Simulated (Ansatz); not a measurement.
`[AlH2][CH2]Cl`, charge 0, multiplicity 1.

(1) Give a relaxed structure at PBE0-D4/def2-TZVP (the Gaussian-basis code of Ansatz). (An estimate is asked.)

Answers

(1) Ansatz gave: 
```xyz
7

Al   -0.1794    0.1258    1.1001
C     0.1448   -0.2395   -0.8074
Cl    0.1588    1.2648   -1.7807
H    -0.3570    1.6075    1.6205
H    -0.2509   -1.1253    2.0768
H    -0.6191   -0.8937   -1.2359
H     1.1027   -0.7397   -0.9733
```
Point group Cs.
